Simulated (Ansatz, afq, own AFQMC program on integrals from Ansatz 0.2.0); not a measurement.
Two steps: Ansatz 0.2.0 writes the Fock matrix and Cholesky factors of the valence space, and afq projects on them the lowest state that overlaps trial and start.

```yaml
crystal:
  periodic: [false, false, false]
  atoms:
    - {symbol: Au, position_ang: [0.000000, 0.000000, 0.000000]}
    - {symbol: Si, position_ang: [0.000000, 0.000000, 2.743000]}
basis:
  gaussian: {orbitals: def2-TZVP}
total_charge: 1
magnetization: {spin_polarized: true, initial_magnetization: 2}
correlation: {method: ccsd_t, electrons: outside_noble_gas, hamiltonian_folder: ham}
```

```sh
$ ansatz run in.yaml --threads 1 --pin off --events-out ev --progress --plain --max-ram 16896MiB --backend cuda --devices 0, --max-vram 18GiB
```

Options of the walk:

```
--method phaseless --trial hf --walkers 3100 --populations 20 --least-time 40 --time-step 0.005 --steps-per-block 20 --equilibration-blocks 160 --max-blocks 4000 --target-error 0.0011 --factor-cut 1e-05 --start spin_pure --seed 2773 --taylor-order 6
```

Times are imaginary, in 1/Eh. The walk had a cap of 98 s. With eight or more populations the least sampling time is a fifth of least-time, and the error comes from their spread. Core potentials past Kr, no spin–orbit coupling.

afq prints:

```
orbitals 68  electrons 8 6  factors 516 of 590
reference energy -423.41808598 Eh
CCSD correlation -0.32742116 Eh in 17 cycles, weight of the determinant in the CISD state 0.8495
energy of the start -423.418516 Eh
 block  time / (1/Eh)  mean weight  energy / Eh
     1     0.100  1.0021  -423.515249
     2     0.200  1.0026  -423.574525
     3     0.300  1.0021  -423.617104
     4     0.400  1.0028  -423.645083
     5     0.500  1.0019  -423.665671
     8     0.800  1.0009  -423.700218
    13     1.300  1.0006  -423.728229
    31     3.100  0.9999  -423.745285
    49     4.900  1.0000  -423.759827
    67     6.700  0.9999  -423.751084
    73     7.300  1.0000  -423.766337
    85     8.500  1.0005  -423.755253
   103    10.300  0.9998  -423.757506
   121    12.100  1.0001  -423.750710
   139    13.900  1.0001  -423.757277
   157    15.700  1.0000  -423.744045
   175    17.500  1.0000  -423.748717
   193    19.300  1.0005  -423.755929
   211    21.100  1.0002  -423.758722
   229    22.900  1.0001  -423.752965
   247    24.700  0.9998  -423.752884
   265    26.500  0.9996  -423.751709
   277    27.700  1.0001  -423.748623
error from the spread of 20 populations
energy -423.752880 +/- 0.001185 Eh
(rows thinned)
```

The run passed its tests (sampling time, drift between the halves within three errors, error under three times the target), which doesn't prove that it has relaxed, ending at its cap on processor time.

Against this walk (error 32.2 meV) on the same determinant: CCSD(T) 40.7 meV lower (within the noise), CCSDT(Q) 88.5 meV lower, a separate phaseless walk with a CISD trial and standard settings 72.5 ± 32.5 meV lower. The error is statistical and leaves out the bias of the constraint.

Cautions: constraint bias not in the error; error above the target (32.2 against 29.9 meV); no spin-orbit coupling; outer-core shells of the metal frozen; lower spins were not checked; higher spins were not checked.

The walk took 98 s on 1 × NVIDIA H100 80GB HBM3 with 2 threads of AMD EPYC 7R13 Processor (Zen 3), on a shared host (the card was shared). The log's last line is the phaseless energy.

CCSDT and higher add their correlation energy to the determinant of the CCSD(T) run, since their own runs factorise the integrals more tightly (a shift of under 2 meV). A walk keeps the symmetry of its determinant, which the program's search chose and which needn't be the lowest solution, so a lower state of the same spin and another symmetry isn't excluded.
